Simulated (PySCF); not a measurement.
Gas-phase reaction: 2 (CH₃)₂SiH₂ + C₂H₄ = 2 (CH₃)₃SiH

Energies from PySCF (xtb for GFN2), thermal terms from the rigid-rotor harmonic-oscillator model, ideal gas at 1 bar. † marks an energy on the PBE0/def2-TZVP geometry and frequencies; other levels use their own. MP2 and CCSD(T) freeze the core. 6-31G* has spherical d functions here. All species are closed-shell singlets. B3LYP is the form with VWN-RPA correlation. MP2 isn't extrapolated to the basis-set limit; its ΔH°(298 K) is -175.4 kJ in def2-SVP and -189.3 kJ in def2-TZVPP. CCSD(T) isn't extrapolated to the basis-set limit. The harmonic model lacks anharmonicity and excited electronic states, which grow with temperature; levels with a mode under 35 cm⁻¹ are left out. Internal rotation in (CH₃)₂SiH₂, (CH₃)₃SiH is treated as a harmonic vibration of one conformer, which makes the entropy rough.

```tsv
level	ΔE electronic, kJ	ΔH°(298 K), kJ	ΔS°(298 K), J/K	ΔG°(600 K), kJ
B3LYP/def2-TZVP†	-167	-152	-151	-63
BLYP/def2-TZVP†	-151	-136	-151	-47
CCSD(T)/def2-SVP†	-172	-157	-151	-68
GFN2-xTB	-106	-85	-142	-1
HF/6-31G*	-164	-148	-152	-59
MP2/def2-TZVPP†	-204	-189	-151	-100
PBE/def2-SVP	-189	-174	-150	-85
PBE0/def2-SVP†	-201	-186	-151	-97
r2SCAN/def2-TZVP†	-202	-187	-151	-98
LDA/def2-TZVP†	-230	-215	-151	-126
ωB97M-V/def2-TZVP†	-198	-183	-151	-94
```
ΔH° is lowest at LDA/def2-TZVP† and highest at GFN2-xTB. No reference value is set beside these.
